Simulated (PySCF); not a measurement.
**Relaxation of triplet H₂O**

Level of theory: UPBE in PySCF with O def2-TZVP, H def2-TZVP; no relativity; density-fitted integrals. A (50,194) grid was used.

A start displaced from a saddle point along its imaginary mode, of Cs symmetry, held to at least that symmetry:

Coordinates in bohr (charge 0 multiplicity 3):
```
O    -0.0278    0.0000   -0.0582
H     2.4373    0.0000    0.5135
H    -1.9958    0.0000    0.4099
```

Optimiser trace:
| step | E − E(last) (kJ/mol) | largest gradient (Eh/bohr) |
| --- | --- | --- |
| 0 | 77.59 | 0.03470 |
| 1 | 60.64 | 0.04421 |
| 2 | 14.58 | 0.01330 |
| 3 | 6.55 | 0.00531 |
| 4 | 4.13 | 0.01861 |
| 5 | 1.81 | 0.00178 |
| 6 | 0.94 | 0.00121 |
| 7 | 0.39 | 0.00335 |
| 8 | 0.15 | 0.00111 |
| 9 | 0.05 | 0.00110 |
| 10 | 0.01 | 0.00008 |
| 11 | 0.00 | 0.00060 |
| 12 | 0.00 | 0.00023 |

It ends at Cs with O–H 0.986 Å. The molecule has come apart into OH + H. No frequency check is given, so it may be a saddle point.

At this level a singlet minimum of C2v symmetry lies 512 kJ/mol below this structure.
